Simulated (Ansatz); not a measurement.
## AlH3 (SMILES [AlH3]): the energy, rung by rung

The species is AlH3 (4 atoms), meant as a singlet with charge 0. As SMILES, `[AlH3]`. The shape is that of a PBE0-D4/def2-TZVP optimisation.

```xyz
4

Al    0.0137   -0.0148   -0.0051
H     0.6332    0.6709    1.2836
H    -1.3408   -0.8320    0.1051
H     0.7494    0.1157   -1.4039
```

Quantity: the energy change with the Al1–H3 bond stretched from 1.586 to 3.964 Å, in eV. The values are calculated.

```csv
level,kind,program,value (eV),CPU time (all runs)
HF/6-31G* (spherical functions) (restricted),Hartree–Fock,Ansatz,5.72,0.24 s
SVWN5/6-31G* (spherical functions) (restricted),LDA,Ansatz,4.22,1 s
BLYP/6-31G* (spherical functions) (restricted),GGA,Ansatz,4.10,1.5 s
BHLYP/6-31G* (spherical functions) (restricted),global hybrid,Ansatz,5.14,1.4 s
wB97X/6-31G* (spherical functions) (restricted),range-separated hybrid,Ansatz,5.32,7 s
B2PLYP/6-31G* (spherical functions) (restricted),double hybrid,Ansatz,4.54,2 s
RPA@PBE/6-31G* (spherical functions) (restricted),RPA,Ansatz,3.76,2.2 s
BCCD(T)/6-31G* (spherical functions) (restricted),coupled cluster or CI,Ansatz,3.31,0.41 s
FCI/3-21G,exact in the basis,Ansatz,3.12,0.72 s
```

A spin-restricted reference rises too steeply as a bond breaks; here HF/6-31G*, SVWN5/6-31G*, BLYP/6-31G*, BHLYP/6-31G*, wB97X/6-31G*, B2PLYP/6-31G*, RPA@PBE/6-31G* lie well above the multireference or unrestricted value. The first shape isn't each level's own minimum. The values span 3.12 to 5.72 eV. High-level rows in very small sets aren't better than simpler rows in larger ones. In so small a basis fixed costs decide the times, and correlated methods can beat functionals. Times are those of the runs behind each value, whatever else they computed, on shared processors of several kinds: orders of magnitude only.
